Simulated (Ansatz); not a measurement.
# CH4BN (SMILES B1CN1): single points off equilibrium

A test off equilibrium: a structure displaced at random from a GFN2-xTB minimum is computed at several levels, and each is set against CCSD(T).

Program: Ansatz 0.2.0, Gaussian basis. Level of theory: single points in def2-TZVPP. These are calculated values, not measurements.

Correlated methods freeze the cores.

## 1. Where the work starts

7 atoms, charge 0, spin multiplicity 1.

Atoms are counted from 1 here; the program's logs count them from 0.

Bond lengths: B1–C2 1.669 Å, B1–N3 1.240 Å, B1–H4 1.257 Å, C2–N3 1.527 Å, C2–H5 1.054 Å, C2–H6 1.062 Å, N3–H7 1.086 Å. Angles: C2–B1–N3 61.3°, C2–B1–H4 136.0°, N3–B1–H4 161.1°, B1–C2–N3 45.4°, B1–C2–H5 129.2°, B1–C2–H6 115.5°, N3–C2–H5 111.2°, N3–C2–H6 107.2°, H5–C2–H6 114.7°, B1–N3–C2 73.3°, B1–N3–H7 149.6°, C2–N3–H7 136.2°.

As a file:

```
B    -0.6894   -0.5191   -0.4051
C     0.1684    0.7909    0.1717
N     0.5033   -0.6737   -0.1025
H    -1.8955   -0.7714   -0.6552
H     0.8255    1.4353   -0.3429
H     0.1561    0.9182    1.2260
H     1.3437   -1.3344    0.0865
```

## 2. CCSD(T)/def2-TZVPP

The input, run/in.yaml:

```yaml
crystal:
  periodic: [false, false, false]
  atoms:
    - {symbol: B, position_ang: [-0.689400, -0.519100, -0.405100]}
    - {symbol: C, position_ang: [0.168400, 0.790900, 0.171700]}
    - {symbol: N, position_ang: [0.503300, -0.673700, -0.102500]}
    - {symbol: H, position_ang: [-1.895500, -0.771400, -0.655200]}
    - {symbol: H, position_ang: [0.825500, 1.435300, -0.342900]}
    - {symbol: H, position_ang: [0.156100, 0.918200, 1.226000]}
    - {symbol: H, position_ang: [1.343700, -1.334400, 0.086500]}
basis:
  gaussian: {orbitals: def2-TZVPP}
correlation: {method: ccsd_t}
output: {forces: true}
```

No record of the launch command was kept for these runs.

## 3. PBE0-D4/def2-TZVPP

Edit run/in.yaml of step 2 so:

```diff
@@ -12,3 +12,3 @@
   gaussian: {orbitals: def2-TZVPP}
-correlation: {method: ccsd_t}
-output: {forces: true}
+hamiltonian: {xc: pbe0, dispersion: d4}
+output: {forces: true, orbitals: {seedname: orbitals}}
```

## 4. wB97M-V/def2-TZVPP

Edit run/in.yaml of step 3 so:

```diff
@@ -12,3 +12,3 @@
   gaussian: {orbitals: def2-TZVPP}
-hamiltonian: {xc: pbe0, dispersion: d4}
-output: {forces: true, orbitals: {seedname: orbitals}}
+hamiltonian: {xc: {name: wB97M-V}}
+output: {forces: true}
```

## 5. r2SCAN-D4/def2-TZVPP

Edit run/in.yaml of step 4 so:

```diff
@@ -12,3 +12,3 @@
   gaussian: {orbitals: def2-TZVPP}
-hamiltonian: {xc: {name: wB97M-V}}
+hamiltonian: {xc: r2scan, dispersion: d4}
 output: {forces: true}
```

## 6. PBE-D4/def2-TZVPP

Edit run/in.yaml of step 5 so:

```diff
@@ -12,3 +12,3 @@
   gaussian: {orbitals: def2-TZVPP}
-hamiltonian: {xc: r2scan, dispersion: d4}
+hamiltonian: {xc: pbe, dispersion: d4}
 output: {forces: true}
```

## 7. BLYP-D4/def2-TZVPP

Edit run/in.yaml of step 6 so:

```diff
@@ -12,3 +12,3 @@
   gaussian: {orbitals: def2-TZVPP}
-hamiltonian: {xc: pbe, dispersion: d4}
+hamiltonian: {xc: {name: BLYP}, dispersion: d4}
 output: {forces: true}
```

## 8. BHLYP-D4/def2-TZVPP

Edit run/in.yaml of step 7 so:

```diff
@@ -12,3 +12,3 @@
   gaussian: {orbitals: def2-TZVPP}
-hamiltonian: {xc: {name: BLYP}, dispersion: d4}
+hamiltonian: {xc: {name: BHLYP}, dispersion: d4}
 output: {forces: true}
```

(Steps that only read results are left out.)

Q: Predict the outcome of this session. Wanted: energy less free atoms, CCSD(T)/def2-TZVPP; RMS force component; RMS force error; HOMO and LUMO, PBE0-D4; T1 diagnostic.

The runs gave:

| quantity | value |
| --- | --- |
| energy less free atoms, CCSD(T)/def2-TZVPP | -2441.4 kJ/mol |
| RMS force component | 2.718 to 2.950 eV/Å over the methods |
| RMS force error | PBE0-D4 0.277, wB97M-V 0.201, r2SCAN-D4 0.214, PBE-D4 0.237, BLYP-D4 0.226, BHLYP-D4 0.363 eV/Å |
| HOMO and LUMO, PBE0-D4 | -7.17 and 0.49 eV |
| T1 diagnostic | 0.012 |

What this shows: Against CCSD(T) the functionals' energies less atoms differ by -174.0 to -17.6 kJ/mol, PBE-D4 by -174.0 kJ/mol. CCSD(T) in triple zeta still lacks some correlation energy of the bonds, so part of these gaps is its own basis error and they don't rank the functionals. The forces of wB97M-V come nearest to CCSD(T), those of BHLYP-D4 are farthest.
